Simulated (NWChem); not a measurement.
# the pair N2O···CH2F2, step by step

Aim: the energy (singlet CH2F2N2O, r2SCAN-D3(BJ)/cc-pVDZ), then a single-point energy (singlet N2O, r2SCAN-D3(BJ)/cc-pVDZ), then the energy (singlet CH2F2, r2SCAN-D3(BJ)/cc-pVDZ), then a single-point energy (singlet N2O, r2SCAN-D3(BJ)/cc-pVDZ), then the energy (singlet CH2F2, r2SCAN-D3(BJ)/cc-pVDZ) of CH2F2N2O and its partners. 

The results are computed with NWChem 7.3.0.

### 1 The system as given

CH2F2N2O: 8 atoms, total charge 0, spin state singlet. The two molecules were placed rigidly side by side, at 0.8 times their contact distance; the pair isn't optimised.

Bond lengths: N1–N2 1.118 Å, N2–O3 1.174 Å, F4–C5 1.351 Å, C5–F6 1.351 Å, C5–H7 1.093 Å, C5–H8 1.094 Å. Angles: N1–N2–O3 180.0°, F4–C5–F6 108.6°, F4–C5–H7 108.8°, F4–C5–H8 108.8°, F6–C5–H7 108.8°, F6–C5–H8 108.8°, H7–C5–H8 113.0°.

### 2 The energy at r2SCAN-D3(BJ)/cc-pVDZ (run 1)

input.nw

```
start input
memory total 2200 mb
geometry units angstroms noautosym nocenter noautoz
   N    -0.511700    1.001300   -0.167900
   N    -0.008400    0.016500   -0.002800
   O     0.520100   -1.017800    0.170700
   F     1.051510    3.132300   -1.739450
   C     1.364580    1.829600   -1.916600
   F     2.510250    1.754100   -2.629450
   H     1.528280    1.370710   -0.937740
   H     0.563740    1.349440   -2.485740
end
basis "ao basis" spherical bse
   * library cc-pVDZ
end
dft
   xc r2scan
   disp vdw 4
   grid fine
   convergence energy 1e-08
   maxiter 100
   mulliken
   noprint "final vectors analysis"
end
task dft energy
```

The run is started by

```bash
nwchem input.nw > input.out
```

Output:

```text
[...]
          Wavefunction type:  closed shell.
          No. of atoms     :     8
          No. of electrons :    48
[...]
          Charge           :     0
          Spin multiplicity:     1
[...]
          AO basis - number of functions:    94
[...]
              XC Information
              --------------
                      r^2SCAN Method XC Functional
               r^2SCAN metaGGA Exchange Functional  1.000
                     r^2SCAN Correlation Potential  1.000
[...]
 d= 0,ls=0.0,diis     1   -423.2735614922 -6.47D+02  1.83D-02  1.97D+00     2.8
[...]
 d= 0,ls=0.0,diis    12   -423.4749549041 -1.72D-09  1.88D-07  1.55D-09    27.0
         Total DFT energy =     -423.474954904138
      One electron energy =    -1026.393040358361
           Coulomb energy =      428.549248591694
    Exchange-Corr. energy =      -49.284364323771
 Nuclear repulsion energy =      223.654427028067
    Dispersion correction =       -0.001225841766
[...]
      Total Density - Mulliken Population Analysis
     ---------------------------------------------
    Atom       Charge   Shell Charges
 -----------   ------   -------------------------------------------------------
    1 N    7     7.10   2.01  0.84  0.92  2.20  1.07  0.06
    2 N    7     6.66   2.01  0.82  0.45  2.42  0.83  0.14
    3 O    8     8.23   2.01  0.88  0.96  2.77  1.58  0.03
    4 F    9     9.21   2.01  0.90  1.00  3.33  1.97  0.01
    5 C    6     5.62   2.01  0.71  0.31  1.93  0.47  0.19
    6 F    9     9.22   2.01  0.90  0.99  3.33  1.97  0.01
    7 H    1     0.98   0.78  0.17  0.03
    8 H    1     0.98   0.77  0.18  0.03
[...]
```

It took 28 s on 1 thread of Intel Xeon Platinum 8375C at 2.90GHz (Ice Lake), shared host; peak memory 0.12 GiB.

### 3 N2O: the energy at r2SCAN-D3(BJ)/cc-pVDZ (run 2)

run.nw

```
start run
memory total 2200 mb
geometry noautosym nocenter noautoz
   N    -0.511700    1.001300   -0.167900
   N    -0.008400    0.016500   -0.002800
   O     0.520100   -1.017800    0.170700
end
basis spherical bse
   N library cc-pVDZ
   O library cc-pVDZ
end
dft
   xc r2scan
   disp vdw 4
   grid fine
   convergence energy 1e-08
   maxiter 100
   mulliken
   print low
end
task dft energy
```

The run is started by

```bash
nwchem run.nw > run.out
```

Output:

```text
[...]
 d= 0,ls=0.0,diis     1   -184.4849201978 -2.46D+02  3.00D-02  1.12D+00     0.5
[...]
 d= 0,ls=0.0,diis    10   -184.5975128818 -4.32D-10  5.91D-07  4.28D-09     3.2
         Total DFT energy =     -184.597512881752
      One electron energy =     -372.125013294022
           Coulomb energy =      148.417475279948
    Exchange-Corr. energy =      -22.237590837667
 Nuclear repulsion energy =       61.347866173554
    Dispersion correction =       -0.000250203566
[...]
      Total Density - Mulliken Population Analysis
     ---------------------------------------------
    Atom       Charge   Shell Charges
 -----------   ------   -------------------------------------------------------
    1 N    7     7.09   2.01  0.84  0.91  2.20  1.07  0.06
    2 N    7     6.66   2.01  0.82  0.44  2.42  0.83  0.14
    3 O    8     8.25   2.01  0.88  0.96  2.78  1.60  0.03
[...]
```

Run time: 3.9 s. Hardware: 1 thread of Intel Xeon Platinum 8375C at 2.90GHz (Ice Lake), shared host; peak memory 0.12 GiB.

### 4 CH2F2: the energy at r2SCAN-D3(BJ)/cc-pVDZ (run 3)

ch2f2.nw

```
start ch2f2
title "CH2F2 energy"
memory stack 880 mb heap 220 mb global 1100 mb
geometry units au noautosym nocenter noautoz
   F      1.98706592     5.91918914    -3.28708411
   C      2.57868248     3.45744292    -3.62184909
   F      4.74368500     3.31476860    -4.96894036
   H      2.88803064     2.59026650    -1.77207178
   H      1.06531421     2.55007202    -4.69736782
end
basis "ao basis" spherical bse
   * library cc-pVDZ
end
dft
   xc r2scan
   mult 1
   disp vdw 4
   grid fine
   convergence energy 1e-08
   iterations 100
   mulliken
   print low
end
task dft energy
```

The run is started by

```bash
nwchem ch2f2.nw > ch2f2.out
```

Output:

```text
[...]
 d= 0,ls=0.0,diis     1   -238.7980039953 -3.16D+02  2.01D-02  8.12D-01     0.8
[...]
 d= 0,ls=0.0,diis     7   -238.8838580164 -4.12D-09  9.09D-07  1.70D-09     4.2
         Total DFT energy =     -238.883858016439
      One electron energy =     -484.992923855415
           Coulomb energy =      195.675078772181
    Exchange-Corr. energy =      -27.033802503832
 Nuclear repulsion energy =       77.468133945641
    Dispersion correction =       -0.000344375015
[...]
      Total Density - Mulliken Population Analysis
     ---------------------------------------------
    Atom       Charge   Shell Charges
 -----------   ------   -------------------------------------------------------
    1 F    9     9.22   2.01  0.90  1.00  3.33  1.97  0.01
    2 C    6     5.61   2.01  0.71  0.30  1.93  0.47  0.19
    3 F    9     9.22   2.01  0.90  1.00  3.33  1.97  0.01
    4 H    1     0.98   0.77  0.17  0.03
    5 H    1     0.98   0.77  0.17  0.03
[...]
```

Run time: 4.8 s. Hardware: 1 thread of Intel Xeon Platinum 8375C at 2.90GHz (Ice Lake), shared host; peak memory 0.12 GiB.

### 5 N2O among ghost functions: the energy at r2SCAN-D3(BJ)/cc-pVDZ (with ghost functions) (run 4)

n2o.nw

```
start n2o
memory total 2200 mb

geometry noautosym nocenter noautoz
N    -0.511700    1.001300   -0.167900
N    -0.008400    0.016500   -0.002800
O     0.520100   -1.017800    0.170700
bqF      1.051510     3.132300    -1.739450
bqC      1.364580     1.829600    -1.916600
bqF      2.510250     1.754100    -2.629450
bqH      1.528280     1.370710    -0.937740
bqH      0.563740     1.349440    -2.485740
end

basis spherical bse
N library cc-pVDZ
O library cc-pVDZ
bqF library F cc-pVDZ
bqC library C cc-pVDZ
bqH library H cc-pVDZ
end

dft
xc r2scan
disp vdw 4
grid fine
convergence energy 1e-08
iterations 100
mulliken
print low
end

task dft energy
```

The run is started by

```bash
nwchem n2o.nw > n2o.out
```

Output:

```text
[...]
 d= 0,ls=0.0,diis     1   -184.4856647565 -2.46D+02  1.34D-02  1.13D+00     2.5
[...]
 d= 0,ls=0.0,diis    10   -184.5987636592 -5.47D-10  2.79D-07  4.76D-09    20.7
         Total DFT energy =     -184.598763659196
      One electron energy =     -372.095395782810
           Coulomb energy =      148.382758069229
    Exchange-Corr. energy =      -22.233741915603
 Nuclear repulsion energy =       61.347866173554
    Dispersion correction =       -0.000250203566
[...]
      Total Density - Mulliken Population Analysis
     ---------------------------------------------
    Atom       Charge   Shell Charges
 -----------   ------   -------------------------------------------------------
    1 N    7     7.09   2.01  0.84  0.90  2.20  1.07  0.06
    2 N    7     6.66   2.01  0.82  0.44  2.42  0.83  0.14
    3 O    8     8.24   2.01  0.88  0.96  2.78  1.59  0.03
    4 X    0    -0.00   0.00  0.00 -0.00 -0.00  0.00  0.00
    5 X    0     0.00   0.00  0.00 -0.00  0.00  0.00 -0.00
    6 X    0     0.00  -0.00 -0.00 -0.00 -0.00  0.00  0.00
    7 X    0     0.00   0.00  0.00 -0.00
    8 X    0     0.01   0.00  0.01  0.00
[...]
```

Run time: 21 s. Hardware: 1 thread of Intel Xeon Platinum 8375C at 2.90GHz (Ice Lake), shared host; peak memory 0.12 GiB.

### 6 CH2F2 among ghost functions: the energy at r2SCAN-D3(BJ)/cc-pVDZ (with ghost functions) (run 5)

ch2f2.nw

```
start ch2f2
memory total 2200 mb

geometry units angstroms noautosym nocenter noautoz
   F      1.051510     3.132300    -1.739450
   C      1.364580     1.829600    -1.916600
   F      2.510250     1.754100    -2.629450
   H      1.528280     1.370710    -0.937740
   H      0.563740     1.349440    -2.485740
   bqN     -0.511700     1.001300    -0.167900
   bqN     -0.008400     0.016500    -0.002800
   bqO      0.520100    -1.017800     0.170700
end

basis spherical bse
   F library cc-pVDZ
   C library cc-pVDZ
   H library cc-pVDZ
   bqN library N cc-pVDZ
   bqO library O cc-pVDZ
end

dft
   xc r2scan
   disp vdw 4
   grid fine
   convergence energy 1e-08
   iterations 100
   mulliken
   print low
end

task dft
```

The run is started by

```bash
nwchem ch2f2.nw > ch2f2.out
```

Output:

```text
[...]
 d= 0,ls=0.0,diis     1   -238.7987499755 -3.16D+02  1.12D-02  8.13D-01     2.5
[...]
 d= 0,ls=0.0,diis     7   -238.8845960843 -3.64D-09  1.28D-06  1.12D-08    14.9
         Total DFT energy =     -238.884596084259
      One electron energy =     -484.981084075119
           Coulomb energy =      195.661060126071
    Exchange-Corr. energy =      -27.032367156596
 Nuclear repulsion energy =       77.468139396400
    Dispersion correction =       -0.000344375015
[...]
      Total Density - Mulliken Population Analysis
     ---------------------------------------------
    Atom       Charge   Shell Charges
 -----------   ------   -------------------------------------------------------
    1 F    9     9.22   2.01  0.90  1.00  3.33  1.97  0.01
    2 C    6     5.62   2.01  0.71  0.31  1.93  0.47  0.19
    3 F    9     9.22   2.01  0.90  0.99  3.33  1.97  0.01
    4 H    1     0.97   0.78  0.16  0.03
    5 H    1     0.98   0.77  0.17  0.03
    6 X    0     0.01  -0.00 -0.00  0.00 -0.00  0.01  0.00
    7 X    0    -0.00  -0.00 -0.00 -0.00 -0.00 -0.00  0.00
    8 X    0    -0.00   0.00  0.00 -0.00 -0.00 -0.00 -0.00
[...]
```

Run time: 16 s. Hardware: 1 thread of Intel Xeon Platinum 8375C at 2.90GHz (Ice Lake), shared host; peak memory 0.12 GiB.

### 7 Summary of results

```
                                                                                                                quantity          value
                                                                              run 1, r2SCAN-D3(BJ)/cc-pVDZ: total energy  -423.47495 Eh
                                                                             run 1, r2SCAN-D3(BJ)/cc-pVDZ: dipole moment         1.91 D
                                                                         run 1, r2SCAN-D3(BJ)/cc-pVDZ: dispersion energy   -3.22 kJ/mol
                                                                                                       N2O: total energy  -184.59751 Eh
                                                                                                  N2O: dispersion energy   -0.66 kJ/mol
                                                                                                     CH2F2: total energy  -238.88386 Eh
                                                                                                CH2F2: dispersion energy   -0.90 kJ/mol
                                                                                 N2O among ghost functions: total energy  -184.59876 Eh
                                                                            N2O among ghost functions: dispersion energy   -0.66 kJ/mol
                                                                               CH2F2 among ghost functions: total energy  -238.88460 Eh
                                                                          CH2F2 among ghost functions: dispersion energy   -0.90 kJ/mol
              interaction energy of the rigid parts N2O and CH2F2 (parts in their own basis; closest atoms 2.21 Å apart)       0.175 eV
interaction energy of the rigid parts N2O and CH2F2 (parts in the whole basis, counterpoise; closest atoms 2.21 Å apart)       0.229 eV
```

In words: The interaction energy of the rigid parts N2O and CH2F2 (parts in their own basis; closest atoms 2.21 Å apart) is 0.17 eV (16.8 kJ/mol): the parts repel at this shape. Without counterpoise this holds the superposition error of the basis. The interaction energy of the rigid parts N2O and CH2F2 (parts in the whole basis, counterpoise; closest atoms 2.21 Å apart) is 0.23 eV (22.1 kJ/mol): the parts repel at this shape. The basis-set superposition error is 5.2 kJ/mol. Mulliken charges (run 1, r2SCAN-D3(BJ)/cc-pVDZ) run from -0.23 on O3 to +0.38 on C5.
